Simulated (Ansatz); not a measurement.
# AlB+ (quartet): the correlation ladder, def2-QZVPP

An exercise on one series of results from a longer session: the logs are not shown, and one member is left open.

Method: def2-QZVPP, core rule «outside noble gas», up to 6 orbitals frozen; program: Ansatz 0.2.0, Gaussian basis.

To be run: UHF; ROHF; CCSD(T) on UHF.

2 further runs of the same task are left out: 2 set aside as unsound or not needed.

### The geometry

The geometry is a PBE0/def2-TZVP stationary point (not a proven minimum) of the parent state, kept for this charge and spin.

2 atoms, charge 1, spin multiplicity 4.

Atoms are counted from 1 here; the program's logs count them from 0.

Bond lengths: B1–Al2 2.023 Å.

The first run:

The input, in.yaml:

```yaml
crystal:
  periodic: [false, false, false]
  atoms:
    - {symbol: B, position_ang: [0.000000, 0.000000, 0.000000]}
    - {symbol: Al, position_ang: [0.000000, 0.000000, 2.023407]}
basis:
  gaussian: {orbitals: "def2-QZVPP.json"}
total_charge: 1
magnetization: {spin_polarized: true, initial_magnetization: 3}
hamiltonian: {xc: hf}
output: {orbitals: {seedname: orbitals}}
```

Started as:

```
$ ansatz run in.yaml --threads 1 --pin off --events-out ev --progress --plain --max-ram 2393MiB
```

Steps of the session up to this table: UHF; ROHF; CCSD(T) on UHF.

One of the session's tables, all rows but one given; the rest of the session is left out.

It belongs to the step «Misses and costs». 

| method | from UCCSD(T) (meV) |
| --- | --- |
| ROHF | +2424.9 |
| UHF | ? |
| UMP2 | +587.6 |
| UCCSD | +97.6 |
| UCCSD(T) | 0 |

Q: Estimate the row for UHF from the others.

As computed: from UCCSD(T) (meV): +2355.2. In the column «from UCCSD(T) (meV)» it lies between UMP2 (+587.6) and ROHF (+2424.9).
